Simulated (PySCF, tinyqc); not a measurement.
Worked calculation: coupled-perturbed Hartree-Fock on RHF in the sto-3g basis, for CH+, spin multiplicity 1. The lowest restricted solution is unstable here: a spin-polarised one lies 0.0109 hartree lower (PySCF). One step of it, computed by the program tinyqc.

Question. Response to a field: uncoupled start. Field along y; U_ai = -mu_ai / (e_a - e_i), alpha = -4 sum U_ai mu_ai.

orbital energies (hartree): MO1 -11.703703, MO2 -1.241397, MO3 -0.856918, MO4 -0.287218, MO5 -0.287218, MO6 0.152738

dipole integrals <a|y|i> (bohr):
```
          i1        i2         i3
a4  0.027413  0.229783  -0.114472
a5  0.084900  0.711660  -0.354531
a6  0.000000  0.000000   0.000000
```

Give: uncoupled U; uncoupled polarisability.

Answer.

uncoupled U:
```
         i1       i2      i3
a4  -0.0024  -0.2408  0.2009
a5  -0.0074  -0.7458  0.6223
a6   0.0000   0.0000  0.0000
```

uncoupled polarisability = 3.3218 bohr^3
